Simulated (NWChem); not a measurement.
System: Li₂; SMILES [Li][Li]

Here is an NWChem input.

```
start job
memory heap 200 mb stack 900 mb global 1100 mb
geometry units angstroms noautosym nocenter noautoz
  Li     0.000000     0.000000    -1.363455
  Li     0.000000     0.000000     1.363455
end
basis spherical
  * library def2-svp
end
dft
  xc xcamb88 1.00 lyp 0.81 vwn_5 0.19 hfexch 1.00
  cam 0.33 cam_alpha 0.19 cam_beta 0.46
  iterations 150
  vectors input atomic output neutral.movecs
end
task dft energy
charge 1
dft
  odft
  mult 2
  vectors input atomic output cation.movecs
end
task dft energy
```

Excerpt of the output:

```
             Northwest Computational Chemistry Package (NWChem) 7.3.0
             --------------------------------------------------------

                             Geometry "geometry" -> ""
                             -------------------------

 Output coordinates in angstroms (scale by  1.889725989 to convert to a.u.)

  No.       Tag          Charge          X              Y              Z
 ---- ---------------- ---------- -------------- -------------- --------------
    1 Li                   3.0000     0.00000000     0.00000000    -1.36345500
    2 Li                   3.0000     0.00000000     0.00000000     1.36345500

 Effective nuclear repulsion energy (a.u.)       1.7465172085

                                 NWChem DFT Module
                                 -----------------

 Summary of "ao basis" -> "ao basis" (spherical)
 ------------------------------------------------------------------------------
       Tag                 Description            Shells   Functions and Types
 ---------------- ------------------------------  ------  ---------------------
 Li                         def2-svp                 5        9   3s2p

            General Information
            -------------------
          SCF calculation type: DFT
          Wavefunction type:  closed shell.
          No. of atoms     :     2
          No. of electrons :     6
           Alpha electrons :     3
            Beta electrons :     3
          Charge           :     0
          Spin multiplicity:     1
          Use of symmetry is: off; symmetry adaption is: off
          Maximum number of iterations: 150
          AO basis - number of functions:    18
                     number of shells:    10
          Convergence on energy requested:  1.00D-06
          Convergence on density requested:  1.00D-05
          Convergence on gradient requested:  5.00D-04

              XC Information
              --------------
                     Hartree-Fock (Exact) Exchange  1.000
                   CAM-Becke88 Exchange Functional  1.000
                      VWN V Correlation Functional  0.190 local
              Lee-Yang-Parr Correlation Functional  0.810

           Range-Separation Parameters
           ---------------------------
           Alpha           :  0.19
           Beta            :  0.46
           Gamma           :  0.33
           Short-Range HF  :     F

             Grid Information
             ----------------
          Grid used for XC integration:  medium
          Radial quadrature: Mura-Knowles
          Angular quadrature: Lebedev.
          Tag              B.-S. Rad. Rad. Pts. Rad. Cut. Ang. Pts.
          ---              ---------- --------- --------- ---------
          Li                  1.45       49          15.0       434
          Grid pruning is: on
          Number of quadrature shells:    98
          Spatial weights used:  Erf1

      Superposition of Atomic Density Guess
      -------------------------------------

 Sum of atomic energies:         -14.85012796

      Non-variational initial energy
      ------------------------------

 Total energy =     -14.795043
 1-e energy   =     -22.849554
 2-e energy   =       6.307993
 HOMO         =      -0.161081
 LUMO         =      -0.020186

   convergence    iter        energy       DeltaE   RMS-Dens  Diis-err
 ---------------- ----- ----------------- --------- --------- ---------
 d= 0,ls=0.0,diis     1    -14.9571144010 -1.67D+01  1.14D-02  8.44D-03
 d= 0,ls=0.0,diis     2    -14.9602253014 -3.11D-03  1.46D-03  2.89D-04
 d= 0,ls=0.0,diis     3    -14.9603252560 -1.00D-04  3.70D-04  3.43D-06
 d= 0,ls=0.0,diis     4    -14.9603277126 -2.46D-06  1.85D-04  1.30D-07
 d= 0,ls=0.0,diis     5    -14.9603278916 -1.79D-07  9.18D-06  4.69D-10

         Total DFT energy =      -14.960327891640
      One electron energy =      -23.078019234444
           Coulomb energy =       10.034969506559
    Exchange-Corr. energy =       -3.663795372243
 Nuclear repulsion energy =        1.746517208488

 Numeric. integr. density =        6.000000253051

                       DFT Final Molecular Orbital Analysis
                       ------------------------------------

 Vector    1  Occ=2.000000D+00  E=-2.068390D+00
              MO Center= -3.7D-13, -3.7D-13, -2.2D-06, r^2= 2.0D+00
   Bfn.  Coefficient  Atom+Function         Bfn.  Coefficient  Atom+Function
  ----- ------------  ---------------      ----- ------------  ---------------
     1      0.701602  1 Li s                 10      0.701601  2 Li s

 Vector    2  Occ=2.000000D+00  E=-2.068047D+00
              MO Center= -3.9D-13, -3.9D-13,  2.2D-06, r^2= 2.0D+00
   Bfn.  Coefficient  Atom+Function         Bfn.  Coefficient  Atom+Function
  ----- ------------  ---------------      ----- ------------  ---------------
     1      0.702070  1 Li s                 10     -0.702071  2 Li s
     2      0.040131  1 Li s                 11     -0.040131  2 Li s

 Vector    3  Occ=2.000000D+00  E=-1.670896D-01
              MO Center=  1.8D-11,  1.8D-11, -1.1D-09, r^2= 5.1D+00
   Bfn.  Coefficient  Atom+Function         Bfn.  Coefficient  Atom+Function
  ----- ------------  ---------------      ----- ------------  ---------------
     2      0.452140  1 Li s                 11      0.452140  2 Li s
     1     -0.182534  1 Li s                 10     -0.182534  2 Li s
     3      0.107625  1 Li s                 12      0.107625  2 Li s
     9      0.082718  1 Li pz                18     -0.082718  2 Li pz
     6      0.038638  1 Li pz                15     -0.038638  2 Li pz

 Vector    4  Occ=0.000000D+00  E=-2.385371D-02
              MO Center= -1.1D-11, -1.0D-11, -5.0D-09, r^2= 1.4D+01
   Bfn.  Coefficient  Atom+Function         Bfn.  Coefficient  Atom+Function
  ----- ------------  ---------------      ----- ------------  ---------------
     3      0.961641  1 Li s                 12     -0.961641  2 Li s
     2      0.231823  1 Li s                 11     -0.231823  2 Li s
     9     -0.144230  1 Li pz                18     -0.144230  2 Li pz
     1     -0.117926  1 Li s                 10      0.117926  2 Li s
     6     -0.039192  1 Li pz                15     -0.039192  2 Li pz

 Vector    5  Occ=0.000000D+00  E= 2.785338D-02
              MO Center= -7.8D-11, -7.8D-11,  3.1D-09, r^2= 1.2D+01
   Bfn.  Coefficient  Atom+Function         Bfn.  Coefficient  Atom+Function
  ----- ------------  ---------------      ----- ------------  ---------------
     3      0.710956  1 Li s                 12      0.710956  2 Li s
     2     -0.536421  1 Li s                 11     -0.536421  2 Li s
     9     -0.352010  1 Li pz                18      0.352010  2 Li pz
     6     -0.089602  1 Li pz                15      0.089602  2 Li pz
     1      0.066121  1 Li s                 10      0.066121  2 Li s

 Vector    6  Occ=0.000000D+00  E= 3.183794D-02
              MO Center=  1.8D-13, -1.7D-13, -1.3D-09, r^2= 5.3D+00
   Bfn.  Coefficient  Atom+Function         Bfn.  Coefficient  Atom+Function
  ----- ------------  ---------------      ----- ------------  ---------------
     7      0.403953  1 Li px                16      0.403953  2 Li px
     8     -0.399607  1 Li py                17     -0.399607  2 Li py
     4      0.058243  1 Li px                13      0.058243  2 Li px
     5     -0.057616  1 Li py                14     -0.057616  2 Li py

     Multipole analysis of the density
     ---------------------------------

     L   x y z        total         alpha         beta         nuclear
     -   - - -        -----         -----         ----         -------
     0   0 0 0     -0.000000     -3.000000     -3.000000      6.000000

     1   1 0 0     -0.000000     -0.000000     -0.000000      0.000000
     1   0 1 0     -0.000000     -0.000000     -0.000000      0.000000
     1   0 0 1      0.000000      0.000000      0.000000      0.000000

     2   2 0 0    -11.857329     -5.928664     -5.928664      0.000000
     2   1 1 0     -0.000000     -0.000000     -0.000000      0.000000
     2   1 0 1      0.000000      0.000000      0.000000      0.000000
     2   0 2 0    -11.857329     -5.928664     -5.928664      0.000000
     2   0 1 1      0.000000      0.000000      0.000000      0.000000
     2   0 0 2     -1.606056    -20.718956    -20.718956     39.831856

                                 NWChem DFT Module
                                 -----------------

            General Information
            -------------------
          SCF calculation type: DFT
          Wavefunction type:  spin polarized.
          No. of atoms     :     2
          No. of electrons :     5
           Alpha electrons :     3
            Beta electrons :     2
          Charge           :     1
          Spin multiplicity:     2
          Use of symmetry is: off; symmetry adaption is: off
          Maximum number of iterations: 150
          This is a Direct SCF calculation.
          AO basis - number of functions:    18
                     number of shells:    10
          Convergence on energy requested:  1.00D-06
          Convergence on density requested:  1.00D-05
          Convergence on gradient requested:  5.00D-04

              XC Information
              --------------
                     Hartree-Fock (Exact) Exchange  1.000
                   CAM-Becke88 Exchange Functional  1.000
                      VWN V Correlation Functional  0.190 local
              Lee-Yang-Parr Correlation Functional  0.810

           Range-Separation Parameters
           ---------------------------
           Alpha           :  0.19
           Beta            :  0.46
           Gamma           :  0.33
           Short-Range HF  :     F

[...]
```

Level: CAM-B3LYP/def2-SVP, vertical spin-unrestricted ions. The geometry was optimised at B3LYP/6-31G* (spherical d).
